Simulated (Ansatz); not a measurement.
Task: a short molecular-dynamics run of C2H4O (charge +1), SMILES CC=[O+], with Ansatz 0.2.0, Python API. Give the script and its output. Level of theory (for the species named): PBE0, 6-31G* basis, multiplicity 2.

Input file `c2h4o.xyz`:
```text
7

C    -0.62990   -0.03030   -0.13400
C     0.82810    0.07660    0.16980
O     1.46400   -0.91690    0.48240
H    -1.03350    0.96990   -0.39640
H    -1.17080   -0.41790    0.75460
H    -0.78510   -0.71990   -0.99000
H     1.32720    1.03850    0.11360
```

The script, `md.py`:
```python
"""A short Born-Oppenheimer trajectory of C2H4O(+)."""

import warnings

import ansatz as az
import numpy as np

warnings.simplefilter("ignore", az.DeckWarning)

geometry = az.Crystal.molecule_from_extxyz("c2h4o.xyz")

base = (
    geometry.calculation()
    .basis(gaussian="6-31G*")
    .functional("pbe0")
    .charge(1)
    .spin("collinear", total=1)
)
symbols = [site.symbol for site in geometry.cartesian_sites]
start = np.array([site.position_ang for site in geometry.cartesian_sites], dtype=float)
summary = base.relax(force_tolerance=0.02, max_steps=100).run(threads=1).report
end = np.array(summary["positions_ang"])
minimum = az.Crystal.molecule()
for symbol, place in zip(symbols, end):
    minimum = minimum.atom(symbol, place.tolist())

# dynamics from the relaxed geometry
base = (
    minimum.calculation()
    .basis(gaussian="6-31G*")
    .functional("pbe0")
    .charge(1)
    .spin("collinear", total=1)
    .md("nve", timestep=0.25, steps=30, temperature=500, initial_velocities="maxwell_boltzmann", seed=81)
)
frames = []
res = base.session().plan().execute(on_event=lambda e: frames.append(e["data"]) if e["event"] == "md_step" else None)
print("t (fs)   E_pot (eV)      E_kin (eV)   T (K)   d(0-1) (A)")
for f in frames[::3]:
    xyz = np.array(f["positions_ang"])
    print(f"{f['time_fs']:6.2f} {f['lagrangian_ev']:14.5f} {f['e_kin_ev']:10.5f} {f['temperature_k']:8.1f} {np.linalg.norm(xyz[0] - xyz[1]):9.4f}")
kept = np.array([f["conserved_ev"] for f in frames])
print(f"conserved energy moves by at most {1000 * np.ptp(kept):.3f} meV")
```

```console
$ python md.py
t (fs)   E_pot (eV)      E_kin (eV)   T (K)   d(0-1) (A)
  0.00    -4171.03488    0.32315    500.0    1.5028
  0.75    -4171.01428    0.30266    468.3    1.5022
  1.50    -4170.96496    0.25353    392.3    1.5017
  2.25    -4170.91363    0.20237    313.1    1.5013
  3.00    -4170.88284    0.17161    265.5    1.5011
  3.75    -4170.87735    0.16602    256.9    1.5010
  4.50    -4170.88391    0.17243    266.8    1.5010
  5.25    -4170.88257    0.17100    264.6    1.5014
  6.00    -4170.86091    0.14937    231.1    1.5021
  6.75    -4170.82414    0.11277    174.5    1.5031
  7.50    -4170.79518    0.08399    129.9    1.5045
conserved energy moves by at most 0.536 meV
```

Reading the output:
- Total energies depend on the basis set; only differences at equal settings carry meaning.
- The trajectory is only some femtoseconds long, so its temperature is not equilibrated; where the script doesn't relax first, it starts from a rough generated geometry.
- The run takes the species as open-shell (spin multiplicity 2), which needn't be its ground state.
- The temperature counts the internal degrees of freedom alone.
- Run time: 78 s on 1 thread of Arm Neoverse V1 (shared host), peak memory 0.2 GiB.
